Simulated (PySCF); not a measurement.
Simulated Si 2p region for `N#C[SiH3]` (silyl cyanide), binding energy against the vacuum level.

Every computed line was given a Gaussian of 0.8 eV full width at half maximum and an area set by the number of equivalent atoms (split 2:1 within a doublet); the highest printed point is 100. Level of theory: PySCF, delta-SCF UKS SCAN, pcX-2 on the ionised atom, pcseg-1 elsewhere, spin-free X2C.

binding energy (eV), intensity and a bar:
```
    107.2          0 
    107.3          1 
    107.4          3 #
    107.5          6 ##
    107.6         11 ###
    107.7         19 ######
    107.8         30 #########
    107.9         45 ##############
    108.0         62 ###################
    108.1         78 #######################
    108.2         91 ###########################
    108.3         98 ##############################
    108.4        100 ##############################
    108.5         97 #############################
    108.6         90 ###########################
    108.7         81 ########################
    108.8         73 ######################
    108.9         64 ###################
    109.0         55 ################
    109.1         45 ##############
    109.2         35 ###########
    109.3         26 ########
    109.4         17 #####
    109.5         11 ###
    109.6          6 ##
    109.7          3 #
    109.8          2 
    109.9          1 
    110.0          0 
    110.1          0
```

**Question.** How many maxima does the curve show, and how many computed lines lie under it?

**Answer.** The curve has 1 maximum (at 108.4 eV). Under it lie 2 lines from 1 inequivalent silicon site, drawn as a 2p3/2, 2p1/2 pair. At this width some lines have no maximum of their own.

**Question.** Decompose the envelope and assign each component. Numbering: `[N:1]#[C:2][SiH3:3]`.

**Answer.** 
```csv
position (eV),relative area,line,atoms,environment
108.30,0.67,Si 2p3/2,Si3,SiH3 silicon
108.93,0.33,Si 2p1/2,Si3,SiH3 silicon
```

**Question.** What are the centre and the root-mean-square width of the whole band?

**Answer.** The area-weighted mean of the lines is 108.51 eV. Their own spread about it is 0.29 eV (rms) and each Gaussian has σ = 0.8/2.355 = 0.34 eV; the variances add, which gives 0.45 eV.

No satellites, vibrations or lifetime broadening are included. Spin–orbit coupling isn't in the SCF: each 2p doublet comes from a relaxed spin-free hole plus a matrix of the shell (mean-field spin–orbit coupling and the ground-state 2p splitting), with 2p3/2 averaged over its two sublevels. 2p1/2 minus 2p3/2 (ligand field included): Si 0.62 eV. Geometry: GFN2-xTB; no solvent, vibrations or thermal averaging.

Hardware: Arm Neoverse V2, one thread (shared host). Cost: 6.9 s of wall time.
